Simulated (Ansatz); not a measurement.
Correlation energies of `FBS` by basis set

Cartesian coordinates in Å:
```
F 1.309 -1.127 0.462
B 0.198 -0.484 0.143
S 0.321 1.264 -0.245
H -0.839 -1.075 0.122
H -0.990 1.421 -0.482
```

Charge 0, multiplicity 1. All single points use the PBE0-D4/def2-TZVP geometry. It is one conformer, not always the lowest. Frozen core, restricted reference, the Gaussian-basis code of Ansatz. CBS rows extrapolate triple and quadruple zeta.

```tsv
basis	HF (Eh)	MP2 corr.
def2-SVP	-522.67613	-0.40087
def2-TZVPP	-522.96852	-0.52583
def2-QZVPP	-522.98540	-0.57228
```

Q: Estimate the CCSD correlation energy and the (T) correction in each basis where they were run (hartree).

A: 
```
     basis  CCSD corr.       (T)
  def2-SVP    -0.42884  -0.00999
def2-TZVPP    -0.55254  -0.02020
def2-QZVPP    -0.59358  -0.02344
 CBS(def2)    -0.62399  -0.02584
```
